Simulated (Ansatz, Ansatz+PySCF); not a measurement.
```yaml
atoms:
  - { symbol: C, position_ang: [0.0000, 0.0000, -1.0216] }
  - { symbol: S, position_ang: [0.0000, 0.0000, 0.5847] }
  - { symbol: H, position_ang: [0.0000, -0.9297, -1.6128] }
  - { symbol: H, position_ang: [0.0000, 0.9297, -1.6128] }
```

RHF on singlet CH₂S was run in several spherical basis sets with Ansatz (development build ahead of 0.2.0).

(1) Rank the basis sets by the total energy that they give, lowest first, with the distance from the lowest.
A. 6-31G(d)
B. cc-pVDZ
C. def2-SVP

## Answers

(1) B (0.00 eV), A (0.67 eV), C (4.39 eV).

Totals follow the description of the cores as much as that of the bonds, so this order isn't one of quality for chemistry.
